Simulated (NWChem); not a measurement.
All runs are NWChem calculations. System: allene (C3H4), charge 0, spin multiplicity 1, at a geometry optimised with PBE0/def2-SVP. Level: PBE/def2-SVP.

Output (cleaned and shortened):

```
             Northwest Computational Chemistry Package (NWChem) 7.3.0
             --------------------------------------------------------

                                NWChem Input Module
                                -------------------

 Scaling coordinates for geometry "geometry" by  1.889725989
 (inverse scale =  0.529177249)

 Turning off AUTOSYM since
 SYMMETRY directive was detected!

                             Geometry "geometry" -> ""
                             -------------------------

 Output coordinates in angstroms (scale by  1.889725989 to convert to a.u.)

  No.       Tag          Charge          X              Y              Z
 ---- ---------------- ---------- -------------- -------------- --------------
    1 C                    6.0000     0.00000000     0.00000000     1.30776200
    2 C                    6.0000     0.00000000     0.00000000     0.00000000
    3 C                    6.0000     0.00000000     0.00000000    -1.30776200
    4 H                    1.0000     0.00000000    -0.93675100     1.87488000
    5 H                    1.0000     0.00000000     0.93675100     1.87488000
    6 H                    1.0000     0.93675100     0.00000000    -1.87488000
    7 H                    1.0000    -0.93675100     0.00000000    -1.87488000

 Effective nuclear repulsion energy (a.u.)      59.0007399211

            Nuclear Dipole moment (a.u.)
            ----------------------------
        X                 Y               Z
 ---------------- ---------------- ----------------
     0.0000000000     0.0000000000     0.0000000000

      Symmetry information
      --------------------

 Group name             C2v
 Group number             16
 Group order               4
 No. of unique centers     5

      Symmetry unique atoms

     1    2    3    4    6


 Summary of "ao basis" -> "" (spherical)
 ------------------------------------------------------------------------------
       Tag                 Description            Shells   Functions and Types
 ---------------- ------------------------------  ------  ---------------------
 *                          def2-svp                  on all atoms

  pbe96 is a nonlocal functional; adding pw91lda local functional.

                                 NWChem DFT Module
                                 -----------------

 Summary of "ao basis" -> "ao basis" (spherical)
 ------------------------------------------------------------------------------
[...]
 Vector   10  Occ=2.000000D+00  E=-2.359030D-01  Symmetry=b2
              MO Center=  1.3D-19,  8.4D-16, -4.9D-01, r^2= 2.1D+00
   Bfn.  Coefficient  Atom+Function         Bfn.  Coefficient  Atom+Function
  ----- ------------  ---------------      ----- ------------  ---------------
    33      0.435205  3 C  py                19      0.370464  2 C  py
    36      0.296346  3 C  py                22      0.216595  2 C  py
    43      0.153882  4 H  s                 48     -0.153882  5 H  s
     5     -0.120143  1 C  py                44      0.103117  4 H  s
    49     -0.103117  5 H  s                  8     -0.047830  1 C  py

 Vector   11  Occ=2.000000D+00  E=-2.359030D-01  Symmetry=b1
              MO Center= -2.8D-15,  1.5D-20,  4.9D-01, r^2= 2.1D+00
   Bfn.  Coefficient  Atom+Function         Bfn.  Coefficient  Atom+Function
  ----- ------------  ---------------      ----- ------------  ---------------
     4      0.435205  1 C  px                18      0.370464  2 C  px
     7      0.296346  1 C  px                21      0.216595  2 C  px
    53     -0.153882  6 H  s                 58      0.153882  7 H  s
    32     -0.120143  3 C  px                54     -0.103117  6 H  s
    59      0.103117  7 H  s                 35     -0.047830  3 C  px

 Vector   12  Occ=0.000000D+00  E=-2.078398D-02  Symmetry=b1
              MO Center=  5.3D-16,  1.8D-20,  2.5D-01, r^2= 2.9D+00
   Bfn.  Coefficient  Atom+Function         Bfn.  Coefficient  Atom+Function
  ----- ------------  ---------------      ----- ------------  ---------------
     7      0.564124  1 C  px                21     -0.530534  2 C  px
    18     -0.468417  2 C  px                 4      0.407825  1 C  px
    54      0.395401  6 H  s                 59     -0.395401  7 H  s
    53      0.176034  6 H  s                 58     -0.176034  7 H  s
    35     -0.163861  3 C  px                32     -0.058003  3 C  px

 Vector   13  Occ=0.000000D+00  E=-2.078398D-02  Symmetry=b2
              MO Center= -1.1D-19,  5.2D-18, -2.5D-01, r^2= 2.9D+00
   Bfn.  Coefficient  Atom+Function         Bfn.  Coefficient  Atom+Function
  ----- ------------  ---------------      ----- ------------  ---------------
    36     -0.564124  3 C  py                22      0.530534  2 C  py
    19      0.468417  2 C  py                33     -0.407825  3 C  py
    44      0.395401  4 H  s                 49     -0.395401  5 H  s
    43      0.176034  4 H  s                 48     -0.176034  5 H  s
     8      0.163861  1 C  py                 5      0.058003  1 C  py

 Vector   14  Occ=0.000000D+00  E= 6.551217D-02  Symmetry=a1
              MO Center= -2.7D-15,  5.2D-16,  1.9D-06, r^2= 7.5D+00
   Bfn.  Coefficient  Atom+Function         Bfn.  Coefficient  Atom+Function
  ----- ------------  ---------------      ----- ------------  ---------------
     3      1.567572  1 C  s                 31      1.567571  3 C  s
    44     -0.991725  4 H  s                 49     -0.991725  5 H  s
    54     -0.991724  6 H  s                 59     -0.991724  7 H  s
    17     -0.686585  2 C  s                  2      0.291192  1 C  s
    30      0.291192  3 C  s                  9      0.280497  1 C  pz

 center of mass
 --------------
 x =   0.00000000 y =   0.00000000 z =   0.00000000

 moments of inertia (a.u.)
 ------------------
         203.498019678243           0.000000000000           0.000000000000
           0.000000000000         203.498019678243           0.000000000000
           0.000000000000           0.000000000000          12.632552763193

     Multipole analysis of the density
     ---------------------------------

     L   x y z        total         alpha         beta         nuclear
     -   - - -        -----         -----         ----         -------
     0   0 0 0     -0.000000    -11.000000    -11.000000     22.000000

     1   1 0 0     -0.000000     -0.000000     -0.000000      0.000000
     1   0 1 0     -0.000000     -0.000000     -0.000000      0.000000
     1   0 0 1     -0.000000     -0.000000     -0.000000      0.000000

     2   2 0 0    -14.180381    -10.223808    -10.223808      6.267235
     2   1 1 0     -0.000000     -0.000000     -0.000000      0.000000
     2   1 0 1      0.000000      0.000000      0.000000      0.000000
     2   0 2 0    -14.180381    -10.223808    -10.223808      6.267235
     2   0 1 1     -0.000000     -0.000000     -0.000000      0.000000
     2   0 0 2    -11.660032    -67.580141    -67.580141    123.500251

 Task  times  cpu:        0.6s     wall:        0.6s

 Total times  cpu:        0.6s     wall:        0.6s
```

### Question
Write an NWChem input that would produce this output.

### Answer
One answer among several that fit: 
```
start mol
memory heap 200 mb stack 900 mb global 1100 mb
geometry units angstroms nocenter noautoz
  C      0.000000     0.000000     1.307762
  C      0.000000     0.000000    -0.000000
  C      0.000000     0.000000    -1.307762
  H      0.000000    -0.936751     1.874880
  H      0.000000     0.936751     1.874880
  H      0.936751     0.000000    -1.874880
  H     -0.936751     0.000000    -1.874880
  symmetry group C2v
end
basis spherical
  * library def2-svp
end
dft
  xc xpbe96 cpbe96
  semidirect memsize 60000000 filesize 0
  iterations 100
end
task dft energy
```
